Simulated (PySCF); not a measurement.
PySCF input (HF/def2-TZVPD):

```python
from pyscf import gto, scf, dft

mol = gto.M(
    atom='''
    C     1.32387517   -0.33985083    0.00171701
    C     0.13350059    0.54571857   -0.00149199
    N    -1.30429584   -0.04547649   -0.00059978
    H     1.36721107   -0.97230732    0.90415822
    H     1.36821965   -0.97747849   -0.89702872
    H     0.12900011    1.20414918   -0.88342468
    H     0.12801455    1.20920228    0.87663992
    H    -1.30375831   -0.68794311    0.79374403
    H    -1.30287079   -0.69249357   -0.79124042
    ''',
    basis='def2-tzvpd',
    charge=-1,
    spin=0,
    verbose=4,
)

mf = scf.RHF(mol).density_fit(auxbasis='def2-universal-jkfit')
mf.conv_tol = 1e-9
mf.max_cycle = 100
mf.max_memory = 1500
mf.kernel()
if not mf.converged:
    mf = mf.newton()
    mf.kernel(mf.make_rdm1())
mf.analyze()
```

End of the output:

```
Extra cycle  E= -133.619780543925  delta_E= -2.8e-11  |g|= 3.06e-06  |ddm|= 0.000228
converged SCF energy = -133.619780543925
**** SCF Summaries ****
Total Energy =                        -133.619780543924662
Nuclear Repulsion Energy =              74.874152936646510
One-electron Energy =                 -333.828687838930534
Two-electron Energy =                  125.334754358359362
Two-electron Coulomb Energy =          144.571561258614480
DFT Exchange-Correlation Energy =      -19.236806900255118
HOMO-LUMO gap [eV] =                     7.100835165341316
**** MO energy ****
MO #1   energy= -15.352324829138   occ= 2
MO #2   energy= -11.0440594579731  occ= 2
MO #3   energy= -10.9400163754802  occ= 2
MO #4   energy= -0.963163878524433 occ= 2
MO #5   energy= -0.741610096758031 occ= 2
MO #6   energy= -0.572813514279197 occ= 2
MO #7   energy= -0.460199179955289 occ= 2
MO #8   energy= -0.34752448687585  occ= 2
MO #9   energy= -0.346171124578226 occ= 2
MO #10  energy= -0.311298247521989 occ= 2
MO #11  energy= -0.247129637938225 occ= 2
MO #12  energy= -0.219905362831319 occ= 2
MO #13  energy= -0.0333640725652344 occ= 2
MO #14  energy= 0.227586808809286  occ= 0
MO #15  energy= 0.242757751601466  occ= 0
MO #16  energy= 0.264834929006589  occ= 0
MO #17  energy= 0.278406751495673  occ= 0
MO #18  energy= 0.310623765592208  occ= 0
MO #19  energy= 0.336043012211127  occ= 0
MO #20  energy= 0.343580536944788  occ= 0
MO #21  energy= 0.345106608653278  occ= 0
MO #22  energy= 0.365330911005604  occ= 0
MO #23  energy= 0.40284002057212   occ= 0
MO #24  energy= 0.409038162566593  occ= 0
MO #25  energy= 0.412569659731355  occ= 0
MO #26  energy= 0.425175700909209  occ= 0
MO #27  energy= 0.428637953297636  occ= 0
MO #28  energy= 0.436969528025528  occ= 0
MO #29  energy= 0.441387178988357  occ= 0
MO #30  energy= 0.486799850098387  occ= 0
MO #31  energy= 0.507619351920284  occ= 0
MO #32  energy= 0.51406418652551   occ= 0
MO #33  energy= 0.522333543262634  occ= 0
MO #34  energy= 0.553346868197933  occ= 0
MO #35  energy= 0.560694648624293  occ= 0
MO #36  energy= 0.564590048559814  occ= 0
MO #37  energy= 0.566843334521308  occ= 0
MO #38  energy= 0.573254412709959  occ= 0
MO #39  energy= 0.577719836468548  occ= 0
MO #40  energy= 0.597707542676369  occ= 0
MO #41  energy= 0.60326480719055   occ= 0
MO #42  energy= 0.609629701272535  occ= 0
MO #43  energy= 0.611416540468883  occ= 0
MO #44  energy= 0.641558082554953  occ= 0
MO #45  energy= 0.653665526570121  occ= 0
MO #46  energy= 0.658742273725656  occ= 0
MO #47  energy= 0.678613708657823  occ= 0
MO #48  energy= 0.700804612643958  occ= 0
MO #49  energy= 0.709072634503546  occ= 0
MO #50  energy= 0.717882360355486  occ= 0
MO #51  energy= 0.718084083636586  occ= 0
MO #52  energy= 0.734982751478702  occ= 0
MO #53  energy= 0.75641100862707   occ= 0
MO #54  energy= 0.802190244851317  occ= 0
MO #55  energy= 0.806178112710001  occ= 0
MO #56  energy= 0.828921340685826  occ= 0
MO #57  energy= 0.853422889945843  occ= 0
MO #58  energy= 0.87679600749836   occ= 0
MO #59  energy= 0.911151193575565  occ= 0
MO #60  energy= 0.915448976551819  occ= 0
MO #61  energy= 0.929131567350543  occ= 0
MO #62  energy= 0.97712241132376   occ= 0
MO #63  energy= 1.00061071188759   occ= 0
MO #64  energy= 1.0229445688588    occ= 0
MO #65  energy= 1.03231937793047   occ= 0
MO #66  energy= 1.06414947687007   occ= 0
MO #67  energy= 1.07445660856749   occ= 0
MO #68  energy= 1.08714387850532   occ= 0
MO #69  energy= 1.10007731320655   occ= 0
MO #70  energy= 1.12214870928181   occ= 0
MO #71  energy= 1.1568392296663    occ= 0
MO #72  energy= 1.16960328274089   occ= 0
MO #73  energy= 1.17389715788749   occ= 0
MO #74  energy= 1.19865610099055   occ= 0
MO #75  energy= 1.30510217870413   occ= 0
MO #76  energy= 1.34856079144517   occ= 0
MO #77  energy= 1.36713505962248   occ= 0
MO #78  energy= 1.39613124562966   occ= 0
MO #79  energy= 1.41072778627481   occ= 0
MO #80  energy= 1.55190710450912   occ= 0
MO #81  energy= 1.58491326656565   occ= 0
MO #82  energy= 1.61453980158126   occ= 0
MO #83  energy= 1.66490341211772   occ= 0
MO #84  energy= 1.7068002000554    occ= 0
MO #85  energy= 1.76491229970773   occ= 0
MO #86  energy= 1.88057057338682   occ= 0
MO #87  energy= 1.88881315369408   occ= 0
MO #88  energy= 1.99734315782591   occ= 0
MO #89  energy= 2.0065956638846    occ= 0
MO #90  energy= 2.13964013759329   occ= 0
MO #91  energy= 2.19897511480207   occ= 0
MO #92  energy= 2.20314718535954   occ= 0
MO #93  energy= 2.2783726487886    occ= 0
MO #94  energy= 2.29480477303813   occ= 0
MO #95  energy= 2.29873011208464   occ= 0
MO #96  energy= 2.31458482762844   occ= 0
MO #97  energy= 2.35859251533407   occ= 0
MO #98  energy= 2.37378672855481   occ= 0
MO #99  energy= 2.37822792810232   occ= 0
MO #100 energy= 2.48030678944364   occ= 0
MO #101 energy= 2.48714335533097   occ= 0
MO #102 energy= 2.51858567404852   occ= 0
MO #103 energy= 2.63183481033759   occ= 0
MO #104 energy= 2.65709143010534   occ= 0
MO #105 energy= 2.69303551738743   occ= 0
MO #106 energy= 2.72165900781025   occ= 0
MO #107 energy= 2.76745769770406   occ= 0
[...]
```

It need not be the lowest isomer of its formula. Whether it binds its extra electron was not tested at this geometry.
